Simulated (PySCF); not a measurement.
A search over the determinants of AlC

Unrestricted PBE0; PySCF, no relativity, basis sets Al aug-pcseg-1, C aug-pcseg-1. Outer shells of the fragments: Al 3s2 3p1; C 2s2 2p2.

Followed along the bond (rough minima from three points):

```tsv
2Ms+1	unpaired	⟨S²⟩ at the start	R at minimum (Å)	Te (eV)
4	σ ↑, π ↑↑	3.75	1.98	0.00
2	σ ↓, π ↑↑	1.78	1.97	0.49
2	σ ↑, π ↑↓	1.77	1.98	0.60
2	π ↑	1.28	none in the scan	≤ 1.36
```

Solutions found at the starting distance of 1.905 Å, counted from the lowest of them; the search is not exhaustive and high or unbound solutions are not listed, so other states can lie among these:

| 2Ms+1 | unpaired | term | E (eV) | ⟨S²⟩ | ⟨Lz²⟩ | μ (D) |
| --- | --- | --- | --- | --- | --- | --- |
| 4 | σ ↑, π ↑↑ | ⁴Σ⁻ | 0.00 | 3.75 | 0.00 | -1.60 |
| 2 | σ ↓, π ↑↑ | mixed | 0.49 | 1.78 | 0.00 | -2.35 |
| 2 | σ ↑, π ↑↓ | mixed | 0.60 | 1.77 | 2.01 | -1.99 |
| 2 | π ↑ | mixed | 1.35 | 1.28 | 1.00 | -3.37 |
| 2 | σ ↑ | mixed | 1.66 | 0.77 | 2.00 | -1.94 |
| 2 | π ↑ | ²Π | 1.92 | 0.75 | 1.00 | -0.65 |
| 4 | σ ↑↑, π ↑ | ⁴Π | 2.55 | 3.76 | 1.02 | -3.75 |
| 4 | π ↑↑↑ | ⁴Π | 3.30 | 3.76 | 1.00 | -1.33 |
| 4 | π ↑↑, δ ↑ | mixed | 6.91 | 4.23 | 4.00 | -0.76 |

A term symbol is given only where ⟨S²⟩ and ⟨Lz²⟩ are close to those of a pure state; real π, δ and φ orbitals otherwise mix terms. A positive dipole means Al(−)C(+).
